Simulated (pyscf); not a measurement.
Optimised with ωB97X-D3(BJ)/def2-SVP in PySCF.

For the elementary gas-phase step •H₂C–C(=CH₂)–Br → allene (H₂C=C=CH₂) + Br atom (Br•) (doublet surface; Br–C broken, none formed), what barrier and reaction energy does ωB97M-D3(BJ)/def2-TZVP give, measured from the reactant's lowest minimum found?

ΔE‡ = 22.8 kcal/mol, ΔE = +26.7 kcal/mol. Zero-point energy shifts the barrier by -0.7 kcal/mol. It is a bond scission, with an imaginary mode of 319i cm⁻¹. On the product side the descent ends in what is likely a three-electron adduct, which functionals tend to overbind, 8.9 kcal/mol under the separated species and 2.2 kcal/mol under the saddle at ωB97X-D3(BJ)/def2-TZVP. At ωB97M-D3(BJ) the saddle lies under the separated products, which points to a path from their complex (located at ωB97X-D3(BJ) alone), and parting the products costs more than the saddle. At ωB97X-D3(BJ) the barrier from the zero used here is 25.8 kcal/mol. This is the saddle that the search found; another between the same sides may lie lower. Left out: the spin-orbit lowering of Br, which is large for Br, Se, Te and I. Elements up to Kr have no core potential and no relativistic terms here.
